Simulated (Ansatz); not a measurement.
System: CS₂, charge 0, singlet. CS2 (methanedithione, SMILES C(=S)=S).
B3LYP-D3(BJ)/def2-TZVP minimum from Ansatz (a program for electronic structure):
```xyz
3

S      0.0000     0.0000    -1.5527
C      0.0000     0.0000     0.0000
S      0.0000     0.0000     1.5527
```

Hartree-Fock and CCSD(T) correlation energies in hartree (Ansatz). Open shells are spin-unrestricted; no spin-orbit coupling. Cores are frozen in correlated methods. No relativity.

```
basis        X       E(HF)  E(corr, CCSD(T))
-----------  -  ----------  ----------------
cc-pV(T+d)Z  3  -832.97161          -0.54215
cc-pV(Q+d)Z  4  -832.98064          -0.57716
cc-pV(5+d)Z  5  -832.98227          withheld
```

Task: Fit E(corr) = E∞ + A/X³ to X = 3 and 4, predict X = 5, and compare with the run.

Result: A = (-0.54215 - (-0.57716))/(1/27 - 1/64) = 1.6351; E∞ = -0.57716 - A/64 = -0.60271; at X = 5, E∞ + A/125 = -0.58963. The run gave -0.58941, 0.22 mEh above the prediction. The same form on X = 4 and 5 gives E∞ = -0.60226, 0.45 mEh above the first estimate.
